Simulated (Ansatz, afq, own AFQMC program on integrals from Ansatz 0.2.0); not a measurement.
# AlBH2, triplet: AFQMC among the cluster methods

```xyz
4

B    -0.2937    0.0000    1.0344
Al    0.0476    0.0000   -0.8437
H    -0.0822    0.0000    2.1984
H     0.3284    0.0000   -2.3891
```

Connectivity, by distances: BH–AlH.

Basis cc-pVDZ. Only valence electrons are correlated. AFQMC by an in-house program on the Cholesky factors that Ansatz 0.2.0 writes for its CCSD(T) run. The CISD trial takes its coefficients from CCSD amplitudes. Released means that phaseless walkers are propagated on without the constraint, phases kept. Error bars are statistical, one sigma.

Determinant: UHF, the one that the program's search chose, which needn't be the lowest solution. The geometry is a point of a scan.

No full CI on the walks' own integrals is used here; CCSDT(Q) serves as the reference and is uncertain by about the last step of the cluster series.

Cautions: lower spins were not checked.

* T1 diagnostic: 0.0187
* weight of the determinant in the CISD state: 0.897
* ⟨S²⟩ of the determinant: 2.017
* size of the correlated space: 8 electrons in 36 orbitals

Reference: CCSDT(Q), correlation energy -4.208 eV. The released energy is read at 2.40 1/Eh (meV from the phaseless value at times in 1/Eh: -9 ± 9 at 0.24, 4 ± 7 at 0.51, 2 ± 7 at 0.99, 2 ± 7 at 1.62, -4 ± 9 at 2.40).

```tsv
level	E − E(reference) (kJ/mol)	share of correlation (%)
HF	406.0	0.00
MP2	96.7	76.18
CCSD	16.8	95.87
CCSD(T)	4.3	98.95
CCSDT	0.8	99.81
ph-AFQMC/CISD	1.6 ± 0.8	99.60
released AFQMC	1.3 ± 0.9	99.69
```

A walk keeps the symmetry of its determinant, which the program's search chose and which needn't be the lowest solution, so a lower state of the same spin and another symmetry isn't excluded. Released energies are given only where the last usable release times agree within the noise; a slower fall can still hide under it.
